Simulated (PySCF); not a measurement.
Working out the electron affinity of P

P⁻ [Ne] 3s2 3p4 (3P) → P [Ne] 3s2 3p3 (4S). Computed with PySCF 2.14 in aug-cc-pV(Q+d)Z (7s6p5d3f2g, 89 functions), with no relativity, point nucleus. Frozen: [Ne]. Energies in hartree (1 hartree = 27.21139 eV):

```json
{"part": "UHF", "P⁻ (lower)": "-340.706881", "P (upper)": "-340.718741"}
{"part": "MP2 opposite-spin", "P⁻ (lower)": "-0.093820", "P (upper)": "-0.065724"}
{"part": "MP2 same-spin", "P⁻ (lower)": "-0.027574", "P (upper)": "-0.023874"}
```

Problem. What does Hartree-Fock give?

Solution. (-340.718741) − (-340.706881) = -0.011860 hartree = -0.323 eV.

Problem. What do MP2 and SCS-MP2 (6/5 opposite-spin, 1/3 same-spin) give?

Solution. The opposite-spin parts differ by 0.765 eV and the same-spin parts by 0.101 eV. MP2: -0.323 + (0.765) + (0.101) = 0.543 eV. SCS-MP2: -0.323 + 1.2 × (0.765) + (0.101)/3 = 0.629 eV.

A first-order spin-orbit estimate adds 0.012 eV to MP2 (valence), giving 0.555 eV against 0.747 eV (measured; photodetachment measurements, as compiled on the Wikipedia data page of electron affinities).

What remains against the reference includes basis incompleteness, the frozen core and correlation beyond second order.
